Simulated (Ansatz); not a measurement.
Geometry optimisation, Ansatz 0.2.0, RHF/def2-SVPD.

Input file:

```yaml
crystal:
  periodic: [false, false, false]
  atoms:
    - { symbol: C, position_ang: [-0.88506, -1.06171, -0.14403] }
    - { symbol: Si, position_ang: [0.33988, 0.1163, 0.0982] }
    - { symbol: F, position_ang: [0.69694, 1.82134, -0.03462] }
    - { symbol: H, position_ang: [-0.9973, -0.22069, -0.31652] }
    - { symbol: H, position_ang: [1.70445, -0.19615, 0.6161] }
total_charge: -1
basis:
  gaussian: { orbitals: def2-SVPD }
hamiltonian:
  xc: hf
relax:
  f_tol: 0.02
  max_steps: 50
```

Command:

```bash
$ ansatz run input.yaml --threads 1 --pin off --max-ram 2048MiB --backend cpu --events-out ev --progress --plain --runs-dir out
```

Problem. Where does it end, and by what steps?

Solution. The forces met the threshold. Limits of this set-up: the dipole of an ion depends on the origin. After 10 steps the energy has fallen by 4.427 eV; H4 moved furthest, 0.82 Å. The start is strongly strained (largest force component 16 eV/Å), so its close contacts needn't be bonds. Parted: Si2–H4.

```csv
step,energy less start (eV),largest force component (eV/Å),accepted
0,0.0000,16.471,yes
1,-2.8566,4.438,yes
2,-3.8220,1.376,yes
3,-4.0551,1.521,yes
4,-4.1909,1.616,yes
5,-4.3478,0.824,yes
6,-4.4088,0.673,yes
7,-4.4248,0.189,yes
8,-4.4265,0.082,yes
9,-4.4268,0.042,yes
10,-4.4268,0.002,yes
```

```xyz
5
Properties=species:S:1:pos:R:3
C -0.740 -0.791 -0.137
Si 0.556 0.200 0.161
F 0.903 1.837 0.031
H -1.725 -0.529 -0.518
H 1.865 -0.258 0.683
```

Run time: 12 s on 1 thread of Arm Neoverse V2, on a shared host, peak memory 0.14 GiB.
